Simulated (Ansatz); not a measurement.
Bulk modulus B0 (GPa) of 25 transition metals, computed with PBE (plane waves, PAW; Ansatz, an electronic-structure program) and with LDA (PAW; Ansatz). The set holds measured phases with no doubt noted on the run or the magnetic state but for the caveats below. Solids without a value at one level (not run, failed, or a magnetic order lost), or held back for tests, aren't counted.

All rows, in order of the shift (worked out from unrounded values):

| solid | PBE | LDA | shift (%) |
|---|---|---|---|
| hcp Y | 40.8 | 44.2 | +8.2 |
| hcp Zr | 93.3 | 102 | +9.5 |
| bcc W | 303 | 335 | +10.6 |
| hcp Re | 364 | 405 | +11.2 |
| hcp Hf | 107 | 120 | +12.3 |
| hcp Os | 397 | 448 | +12.8 |
| bcc Mo | 259 | 293 | +13.0 |
| bcc Nb | 169 | 191 | +13.1 |
| bcc Ta | 194 | 220 | +13.1 |
| hcp Ti | 112 | 127 | +13.2 |
| hcp Sc | 54.2 | 61.6 | +13.8 |
| bcc V | 182 | 209 | +14.4 |
| hcp Tc | 300 | 343 | +14.6 |
| fcc Ir | 347 | 405 | +16.5 |
| hcp Ru | 311 | 366 | +17.6 |
| double-hcp La | 25.0 | 29.5 | +18.2 |
| fcc Rh | 257 | 318 | +24 |
| fcc Pt | 248 | 307 | +24 |
| bcc Fe | 197 | 249 | +27 |
| hcp Co | 215 | 273 | +27 |
| fcc Ni | 197 | 255 | +29 |
| fcc Cu | 141 | 189 | +34 |
| fcc Pd | 168 | 227 | +35 |
| fcc Au | 139 | 194 | +39 |
| fcc Ag | 91.5 | 139 | +52 |

The shift from PBE to LDA has a median of +14.6 %, and eight in ten lie between +10.9 % and +35 %; LDA is the larger in 25 of 25. Each level is at its own cell, so the shift holds the change of volume too.

Ansatz's runs of these crystals have no spin polarisation, but for bcc Fe, hcp Co, fcc Ni.

Density-functional runs with spin start from parallel moments for bcc Fe, parallel moments for hcp Co, parallel moments for fcc Ni.

Spin–orbit coupling is left out, also for the solids with elements from indium on (bcc Ta, fcc Pt, hcp Os, double-hcp La, bcc W, fcc Ir, hcp Re, hcp Hf, fcc Au); its size isn't shown.

Each level is taken at its own relaxed cell. Ansatz's density-functional and Hartree–Fock values are scalar-relativistic unless marked +SOC, with PAW data made under PBE.
